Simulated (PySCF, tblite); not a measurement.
# difluorophosphine (PHF₂): dynamics, then NMR shifts and electronic excitations on frames, part 2 of 2

tblite 0.8.0 and PySCF 2.14.0. Atoms count from 0. Earlier steps stand in the parts before.

**10. TDDFT and polarisability: 800 fs, PBE0/def2-SVPD**

Job settings and geometry (Å):

```
{"job": {"kind": "uv", "xc": "PBE0", "basis": "def2-SVPD", "nstates": 5, "ntriplets": 0}, "charge": 0, "multiplicity": 1}
F     -0.662100    -1.594200     1.196000
P      0.596800    -0.790900     0.562400
F     -0.285300    -0.103900    -0.600000
H      0.319200     0.322200     1.604100
```

Method: TDDFT PBE0/def2-SVPD, vertical, gas phase, core orbitals frozen in the response.

What it wrote:

```text
coarse grid: 4416 points
cycle   1  E = -540.9725846627  dE =  1.835e-01  |g| = 6.124e-01  |ddm| = 2.015e+00
cycle   2  E = -540.8551036058  dE =  1.175e-01  |g| = 1.042e+00  |ddm| = 1.158e+00
cycle   3  E = -541.0412632064  dE = -1.862e-01  |g| = 4.086e-02  |ddm| = 6.727e-01
cycle   4  E = -541.0415836773  dE = -3.205e-04  |g| = 1.220e-02  |ddm| = 6.914e-02
cycle   5  E = -541.0416174981  dE = -3.382e-05  |g| = 4.147e-03  |ddm| = 2.023e-02
cycle   6  E = -541.0416205531  dE = -3.055e-06  |g| = 1.206e-03  |ddm| = 3.513e-03
final grid: 40512 points
cycle   7  E = -541.1022728321  dE = -6.432e-06  |g| = 2.178e-03  |ddm| = 2.041e-02
cycle   8  E = -541.1022718290  dE =  1.003e-06  |g| = 3.358e-03  |ddm| = 3.966e-03
cycle   9  E = -541.1022737172  dE = -1.888e-06  |g| = 2.800e-04  |ddm| = 2.179e-03
cycle  10  E = -541.1022737347  dE = -1.750e-08  |g| = 3.767e-05  |ddm| = 4.233e-04
cycle  11  E = -541.1022737350  dE = -2.497e-10  |g| = 2.376e-05  |ddm| = 6.360e-05
converged SCF energy = -541.1022737350

Static polarisability (au): isotropic 28.001, principal 25.711 27.333 30.959

Singlet excitations
state   eV       nm        f      main configurations
  1   5.7524    215.5   0.02057   H->L 0.94
  2   6.6438    186.6   0.11994   H->L+1 0.91
  3   8.1060    153.0   0.15535   H->L+2 0.98
  4   9.1923    134.9   0.03311   H-2->L 0.46, H-1->L 0.46
  5   9.2895    133.5   0.03339   H-2->L 0.50, H-1->L 0.34
```

Wall time 1.8 s (1 thread of Arm Neoverse V1, shared host); peak memory 0.33 GiB.

This run: HOMO -8.45 eV, LUMO -1.14 eV; lowest singlet 5.75 eV.

**11. Nuclear shieldings: 1000 fs, PBE0/pcSseg-1**

Job settings and geometry (Å):

```
{"job": {"kind": "nmr", "xc": "PBE0", "basis": "pcSseg-1", "pop": false}, "charge": 0, "multiplicity": 1}
F     -1.264400    -0.969600     1.287100
P      0.222100    -1.354600     0.761800
F      0.002200    -0.620100    -0.677000
H      0.679600    -0.155800     1.356300
```

Method: GIAO PBE0/pcSseg-1 NMR shielding, non-relativistic, gas phase.

What it wrote:

```text
coarse grid: 4416 points
cycle   1  E = -541.2073604234  dE =  2.361e-01  |g| = 6.958e-01  |ddm| = 1.792e+00
cycle   2  E = -541.0854687344  dE =  1.219e-01  |g| = 1.139e+00  |ddm| = 1.009e+00
cycle   3  E = -541.2871865539  dE = -2.017e-01  |g| = 2.983e-02  |ddm| = 6.047e-01
cycle   4  E = -541.2873170407  dE = -1.305e-04  |g| = 1.197e-02  |ddm| = 3.867e-02
cycle   5  E = -541.2873382425  dE = -2.120e-05  |g| = 4.257e-03  |ddm| = 1.303e-02
cycle   6  E = -541.2873408562  dE = -2.614e-06  |g| = 1.112e-03  |ddm| = 2.572e-03
final grid: 40512 points
cycle   7  E = -541.3165846792  dE = -1.174e-05  |g| = 1.818e-03  |ddm| = 8.524e-03
cycle   8  E = -541.3165841396  dE =  5.396e-07  |g| = 2.705e-03  |ddm| = 2.499e-03
cycle   9  E = -541.3165851952  dE = -1.056e-06  |g| = 1.800e-04  |ddm| = 1.333e-03
cycle  10  E = -541.3165852012  dE = -5.921e-09  |g| = 5.779e-05  |ddm| = 2.605e-04
cycle  11  E = -541.3165852017  dE = -5.391e-10  |g| = 1.124e-05  |ddm| = 5.983e-05
converged SCF energy = -541.3165852017

GIAO shielding tensors (ppm)
atom      isotropic    diamagn.    paramagn.     s11        s22        s33       span
  0 F      307.966     473.673    -165.707     79.382    254.942    589.573    510.191
  1 P       65.948     960.169    -894.221   -126.966     52.259    272.551    399.518
  2 F      301.905     475.077    -173.171     68.737    270.943    566.036    497.299
  3 H       23.267      28.777      -5.509     19.984     21.636     28.182      8.198
```

Run time: 1.2 s. Hardware: 1 thread of Arm Neoverse V1, shared host; peak memory 0.33 GiB.

Key values: δ F2 -131.0, F0 -137.0, P1 252.4, H3 8.45 ppm.

**12. TDDFT and polarisability: 1000 fs, PBE0/def2-SVPD**

Job settings and geometry (Å):

```
{"job": {"kind": "uv", "xc": "PBE0", "basis": "def2-SVPD", "nstates": 5, "ntriplets": 0}, "charge": 0, "multiplicity": 1}
F     -1.264400    -0.969600     1.287100
P      0.222100    -1.354600     0.761800
F      0.002200    -0.620100    -0.677000
H      0.679600    -0.155800     1.356300
```

Level: TDDFT PBE0/def2-SVPD, vertical, gas phase, core orbitals frozen in the response.

What it wrote:

```text
coarse grid: 4416 points
cycle   1  E = -540.9751837596  dE =  2.108e-01  |g| = 6.142e-01  |ddm| = 2.074e+00
cycle   2  E = -540.8535940135  dE =  1.216e-01  |g| = 1.054e+00  |ddm| = 1.174e+00
cycle   3  E = -541.0443286551  dE = -1.907e-01  |g| = 3.841e-02  |ddm| = 6.829e-01
cycle   4  E = -541.0446079764  dE = -2.793e-04  |g| = 1.096e-02  |ddm| = 6.758e-02
cycle   5  E = -541.0446342245  dE = -2.625e-05  |g| = 3.000e-03  |ddm| = 1.863e-02
cycle   6  E = -541.0446357672  dE = -1.543e-06  |g| = 1.110e-03  |ddm| = 2.861e-03
final grid: 40512 points
cycle   7  E = -541.1052656897  dE = -6.389e-06  |g| = 2.129e-03  |ddm| = 2.313e-02
cycle   8  E = -541.1052647526  dE =  9.371e-07  |g| = 3.239e-03  |ddm| = 3.860e-03
cycle   9  E = -541.1052664858  dE = -1.733e-06  |g| = 2.774e-04  |ddm| = 2.102e-03
cycle  10  E = -541.1052665021  dE = -1.632e-08  |g| = 3.932e-05  |ddm| = 4.177e-04
cycle  11  E = -541.1052665023  dE = -1.635e-10  |g| = 2.999e-05  |ddm| = 5.977e-05
converged SCF energy = -541.1052665023

Static polarisability (au): isotropic 26.687, principal 25.519 27.003 27.538

Singlet excitations
state   eV       nm        f      main configurations
  1   5.8511    211.9   0.02760   H->L 0.98
  2   6.7678    183.2   0.09039   H->L+1 0.96
  3   8.3624    148.3   0.12994   H->L+2 0.99
  4   9.0655    136.8   0.00694   H-2->L 0.96
  5   9.2401    134.2   0.04762   H-1->L 0.71, H-2->L+1 0.22
```

Run time: 1.7 s. Hardware: 1 thread of Arm Neoverse V1, shared host; peak memory 0.33 GiB.

This run: HOMO -8.59 eV, LUMO -1.18 eV; lowest singlet 5.85 eV.

**13. Side by side: NMR shifts**

Shifts (ppm), with basis size and wall time:

```tsv
frame	H3	F0	F2	P1	functions	time
250 fs	8.50	-119.2	-130.8	270.6	63	2.4 s
425 fs	7.78	-110.1	-133.6	286.3	63	1.2 s
625 fs	7.92	-140.0	-146.6	229.9	63	1.2 s
800 fs	9.71	-125.4	-117.6	254.5	63	1.2 s
1000 fs	8.45	-137.0	-131.0	252.4	63	1.2 s
```

**14. Side by side: electronic excitations**

Excitations and ground-state properties, with basis size and wall time:

```tsv
frame	lowest singlet (eV)	brightest (eV)	f	gap (eV)	α (Å³)	μ (D)	functions	time
250 fs	5.54	8.51	0.140	7.13	3.98	2.29	78	2.6 s
425 fs	5.76	8.53	0.109	7.28	3.99	2.29	78	1.8 s
625 fs	5.93	8.26	0.103	7.43	3.83	1.56	78	1.8 s
800 fs	5.75	8.11	0.155	7.30	4.15	1.67	78	1.8 s
1000 fs	5.85	8.36	0.130	7.41	3.95	1.86	78	1.7 s
```

**15. Outcome**

The summary covers parts 1 to 2.

```
                                        quantity                        value
                                      thermostat                        300 K
                   mean temperature, second half                        288 K
         mean potential energy above the minimum                      0.07 eV
   ¹H shifts against TMS (PBE0/pcSseg-1, 250 fs)                     8.50 ppm
¹⁹F shifts against CFCl3 (PBE0/pcSseg-1, 250 fs)           -119.2, -130.8 ppm
³¹P shifts against H3PO4 (PBE0/pcSseg-1, 250 fs)                    270.6 ppm
           surface potential, 1st and 99th percentile           -1.10 V and 2.22 V
         lowest singlet (PBE0/def2-SVPD, 250 fs)  5.54 eV (224 nm), f = 0.023
        brightest single state of those computed  state 4, 8.51 eV, f = 0.140
                        range of the shift of P1           229.9 to 286.3 ppm
                     range of the lowest singlet              5.54 to 5.93 eV
```

**Reading.** In the second half the potential energy averages 0.07 eV above the minimum; equipartition over 6 harmonic modes at 300 K would give 0.08 eV. With 4 atoms the temperature swings widely (107 to 511 K). Shifts at one fixed geometry are not the observed spectrum, which averages over the motion. At PBE0/pcSseg-1, counted by nearest atom on the grid, the HOMO lies on P1 49 %; H3 23 %, the LUMO on P1 60 %; F0, F2 about 15 % each. In the first frame run (250 fs): The first singlet state (HOMO→LUMO 0.98) lies at 5.54 eV and is weak; of the 5 states computed, the strongest absorption comes from state 4 at 8.51 eV. Across the 5 runs the shift of P1 moves most, between 229.9 (625 fs) and 286.3 ppm (425 fs). The lowest singlet runs from 5.54 eV (250 fs) to 5.93 eV (625 fs), while the orbital gap spans 7.13 to 7.43 eV. The lowest state need not be the same one in every run.
